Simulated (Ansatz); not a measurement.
A calculation with Ansatz (development build ahead of 0.2.0).

```yaml
crystal:
  periodic: [false, false, false]
  atoms:
    - { symbol: C, position_ang: [0.00026, -0.00075, -1.17539] }
    - { symbol: C, position_ang: [0.00012, 0.00084, 0.2788] }
    - { symbol: "N", position_ang: [-0.0005, -0.00013, 1.43599] }
    - { symbol: H, position_ang: [0.00065, -1.03129, -1.5549] }
    - { symbol: H, position_ang: [-0.89355, 0.51663, -1.55581] }
    - { symbol: H, position_ang: [0.89309, 0.51607, -1.55474] }
basis:
  gaussian: { orbitals: def2-SVP }
magnetization:
  spin_polarized: true
  initial_magnetization: 2
hamiltonian:
  xc: hf
correlation:
  method: mp2
  frozen_orbitals: { C: 1, H: 0, "N": 1 }
output:
  forces: true
```

The input is written out in the form of the current development build from the run's settings.

Output:

```yaml
Converged: yes
Reference_energy: -131.61517 hartree
Correlation_energy: -0.35515 hartree
Total_energy: -131.97032 hartree
Spin_squared_of_the_determinant: 2.017
Stability_test: minimum
```

Forces (eV/Å):
| atom | Fx | Fy | Fz |
| --- | --- | --- | --- |
| C1 | -0.133 | 0.358 | 0.953 |
| C2 | 1.216 | -1.374 | -16.878 |
| N3 | -0.278 | 0.359 | 16.704 |
| H4 | -0.133 | 0.265 | 0.576 |
| H5 | -0.568 | 0.314 | -1.438 |
| H6 | -0.105 | 0.079 | 0.084 |

Caution: another spin multiplicity may lie lower; the determinant breaks the point group.
